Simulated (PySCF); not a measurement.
**MNa for M along the third period**

CCSD(T) with triple-zeta basis sets in PySCF, for the lowest determinant that a PBE0 search found; no spin–orbit coupling. De refers to high-spin ground-configuration atoms.

```tsv
M	basis	reference, frozen orbitals	state (unpaired electrons)	Re (Å)	ωe (cm⁻¹)	De (eV)
Na	def2-TZVPP	RHF, 2	singlet (closed shell)	3.105	161	0.73
Si	x2c-TZVPPall	UHF, 6	quartet (σ ↑, π ↑↑)	2.697	261	1.39
P	x2c-TZVPPall	UHF, 6	triplet (π ↑↑)	2.657	277	1.12
S	def2-TZVPP	UHF, 6	doublet (π ↑)	2.487	331	2.41
Cl	def2-TZVPP	RHF, 6	singlet (closed shell)	2.360	365	4.00
```

The shortest bond is that of NaCl (2.360 Å), the longest that of Na2 (3.105 Å). NaCl is bound most strongly (4.00 eV) and Na2 least (0.73 eV).

The rows differ in basis set, which adds steps of its own.

The state changes along the series, so neighbouring rows are not always alike in their bonding.

Correlated steps freeze the inner cores (2 to 6 orbitals); shallow outer-core shells are correlated. Where the molecule has an RHF reference, its open-shell atoms are computed with UHF. States were picked by a PBE0 search and need not be the measured ground states.
